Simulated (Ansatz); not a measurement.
Relaxation of Mg₃H₄ with RKS r2SCAN-D4/def2-TZVP.

```sh
$ ansatz run in.yaml --threads 4 --pin off --events-out ev --progress --plain --max-ram 3916MiB
```

```yaml
crystal:
  periodic: [false, false, false]
  atoms:
    - {symbol: Mg, position_ang: [-0.140520, 0.879540, -1.622560]}
    - {symbol: Mg, position_ang: [0.034500, -1.307320, 1.279900]}
    - {symbol: Mg, position_ang: [0.322850, 1.475110, 1.065600]}
    - {symbol: H, position_ang: [1.612580, -1.480560, 1.176440]}
    - {symbol: H, position_ang: [0.006820, 2.302670, -2.296150]}
    - {symbol: H, position_ang: [-0.348850, -0.708040, -1.315410]}
    - {symbol: H, position_ang: [-1.487390, -1.161410, 1.712170]}
basis:
  gaussian: {orbitals: def2-TZVP}
hamiltonian: {xc: r2scan, dispersion: d4}
scf: {lower_state_search: "off"}
output: {orbitals: {seedname: orbitals}}
relax: {f_tol: 0.02, max_steps: 100}
```

Run time 20 s (4 threads of Arm Neoverse V2 on a shared host).

Positions (Å) and forces (eV/Å) at steps 1, 2, 3, 4, 5, 6, 7, 8, 9, 10, 11, 13, 16, 18 of 18:

```xyz
7
step=1 energy=-16393.2202 eV
Mg   -0.141    0.880   -1.623   -0.094   -0.470   -0.144
Mg    0.035   -1.307    1.280   -0.217   -0.619   -0.892
Mg    0.323    1.475    1.066    0.200    0.817    0.719
H     1.613   -1.481    1.176    1.491   -0.095   -0.003
H     0.007    2.303   -2.296    0.128    1.366   -0.715
H    -0.349   -0.708   -1.315   -0.101   -1.193    0.524
H    -1.487   -1.161    1.712   -1.408    0.194    0.510
7
step=2 energy=-16393.8777 eV
Mg   -0.142    0.838   -1.623   -0.006   -0.147    0.036
Mg    0.001   -1.360    1.124   -0.166   -0.178   -0.830
Mg    0.358    1.607    1.200    0.095    0.346    0.373
H     1.683   -1.470    1.131    0.403    0.006    0.090
H     0.004    2.334   -2.355    0.004    0.280   -0.290
H    -0.337   -0.809   -1.175    0.013   -0.378    0.391
H    -1.567   -1.140    1.697   -0.343    0.072    0.230
7
step=3 energy=-16394.1208 eV
Mg   -0.091    0.795   -1.542   -0.020    0.084    0.020
Mg   -0.030   -1.318    0.931   -0.141   -0.179   -0.533
Mg    0.381    1.687    1.303    0.054    0.150    0.267
H     1.675   -1.449    1.079    0.185    0.059    0.080
H    -0.026    2.272   -2.379    0.000   -0.009   -0.181
H    -0.336   -0.858   -1.049    0.031   -0.183    0.195
H    -1.573   -1.130    1.657   -0.110    0.079    0.150
7
step=4 energy=-16394.2183 eV
Mg   -0.111    0.834   -1.472    0.050    0.248   -0.043
Mg   -0.074   -1.380    0.752    0.048   -0.054    0.338
Mg    0.396    1.691    1.434    0.001   -0.124    0.113
H     1.660   -1.400    1.102   -0.160    0.073   -0.040
H    -0.024    2.216   -2.494   -0.035   -0.196   -0.028
H    -0.308   -0.868   -1.022   -0.061    0.027   -0.224
H    -1.539   -1.092    1.699    0.157    0.026   -0.115
7
step=5 energy=-16394.2609 eV
Mg   -0.067    0.912   -1.389   -0.020    0.204   -0.245
Mg   -0.068   -1.415    0.754   -0.023    0.079   -0.012
Mg    0.408    1.629    1.589   -0.023   -0.177   -0.012
H     1.658   -1.352    1.072   -0.073    0.056    0.041
H    -0.059    2.108   -2.652    0.012   -0.201    0.201
H    -0.338   -0.815   -1.024    0.023    0.015   -0.011
H    -1.534   -1.067    1.650    0.104    0.024    0.038
7
step=6 energy=-16394.2851 eV
Mg   -0.069    0.954   -1.411    0.011    0.108   -0.084
Mg   -0.092   -1.421    0.722    0.007    0.123   -0.036
Mg    0.392    1.560    1.623   -0.031   -0.227   -0.070
H     1.615   -1.322    1.099    0.002    0.074    0.017
H    -0.046    2.088   -2.706    0.006   -0.087    0.110
H    -0.321   -0.785   -1.060   -0.030   -0.046    0.091
H    -1.479   -1.073    1.733    0.036    0.055   -0.028
7
step=7 energy=-16394.3406 eV
Mg   -0.075    0.992   -1.421    0.030   -0.015    0.223
Mg   -0.096   -1.415    0.664   -0.054    0.114   -0.011
Mg    0.366    1.377    1.683   -0.051   -0.281   -0.172
H     1.584   -1.207    1.133   -0.004    0.113   -0.010
H    -0.010    2.033   -2.754    0.007    0.088   -0.095
H    -0.370   -0.758   -1.087   -0.001   -0.108    0.128
H    -1.399   -1.021    1.782    0.074    0.090   -0.062
7
step=8 energy=-16394.4377 eV
Mg   -0.069    1.025   -1.389    0.033    0.043    0.227
Mg   -0.110   -1.417    0.617   -0.026   -0.008   -0.009
Mg    0.337    1.185    1.692   -0.050   -0.285   -0.183
H     1.552   -1.086    1.140   -0.106    0.157    0.030
H     0.010    1.991   -2.785    0.002    0.046   -0.063
H    -0.388   -0.755   -1.086   -0.010   -0.101    0.057
H    -1.331   -0.943    1.811    0.157    0.148   -0.059
7
step=9 energy=-16394.5780 eV
Mg   -0.062    1.067   -1.340    0.031    0.135    0.124
Mg   -0.127   -1.452    0.562    0.001   -0.081    0.010
Mg    0.306    0.993    1.677   -0.054   -0.275   -0.134
H     1.493   -0.957    1.164   -0.195    0.160    0.040
H     0.026    1.950   -2.807   -0.007   -0.016    0.019
H    -0.401   -0.754   -1.093   -0.014   -0.119    0.036
H    -1.235   -0.847    1.837    0.238    0.197   -0.095
7
step=10 energy=-16394.7004 eV
Mg   -0.056    1.116   -1.279    0.023    0.171   -0.050
Mg   -0.143   -1.506    0.504    0.038   -0.158    0.076
Mg    0.269    0.804    1.647   -0.033    0.061    0.030
H     1.410   -0.829    1.196   -0.098   -0.027   -0.053
H     0.038    1.903   -2.816   -0.013   -0.037    0.087
H    -0.412   -0.760   -1.101   -0.017   -0.093    0.047
H    -1.106   -0.728    1.849    0.101    0.082   -0.136
7
step=11 energy=-16394.6979 eV rejected
Mg   -0.084    1.159   -1.250    0.050   -0.160    0.085
Mg   -0.118   -1.606    0.512   -0.013    0.144    0.144
Mg    0.266    0.792    1.614    0.063   -0.052   -0.061
H     1.369   -0.851    1.215    0.155    0.002    0.017
H     0.011    1.903   -2.778   -0.029    0.082   -0.133
H    -0.385   -0.787   -1.042   -0.016    0.120   -0.121
H    -1.060   -0.610    1.731   -0.211   -0.136    0.069
7
step=13 energy=-16394.7177 eV
Mg   -0.050    1.137   -1.283    0.004   -0.006    0.046
Mg   -0.129   -1.574    0.537   -0.006   -0.012   -0.051
Mg    0.269    0.789    1.609    0.008    0.040    0.025
H     1.400   -0.853    1.210   -0.020   -0.005    0.007
H     0.000    1.925   -2.804   -0.008    0.014   -0.029
H    -0.384   -0.760   -1.052    0.001   -0.043    0.026
H    -1.107   -0.664    1.783    0.020    0.012   -0.023
7
step=16 energy=-16394.7205 eV
Mg   -0.037    1.134   -1.277    0.000    0.002   -0.002
Mg   -0.136   -1.566    0.533   -0.004   -0.031   -0.003
Mg    0.319    0.790    1.611    0.003    0.007    0.000
H     1.383   -0.903    1.277    0.012    0.005    0.012
H    -0.086    1.941   -2.795   -0.003   -0.007    0.008
H    -0.316   -0.786   -1.070    0.001    0.014   -0.025
H    -1.127   -0.609    1.722   -0.008    0.010    0.010
7
step=18 energy=-16394.7210 eV
Mg   -0.028    1.135   -1.276   -0.003    0.004   -0.015
Mg   -0.142   -1.567    0.534   -0.004   -0.007   -0.008
Mg    0.345    0.785    1.606    0.006    0.008    0.005
H     1.375   -0.930    1.314   -0.002    0.002    0.004
H    -0.134    1.946   -2.789    0.001   -0.005    0.010
H    -0.275   -0.791   -1.080    0.001    0.002    0.002
H    -1.141   -0.578    1.692    0.001   -0.003    0.001
```

The restricted singlet is unstable towards broken spin symmetry in Hartree–Fock (as tested in another run); at r2SCAN-D4/def2-TZVP this wasn't settled. Another isomer (singlet) lies 0.37 eV lower at PBE0-D4/def2-TZVP; other spin states weren't run for this one.
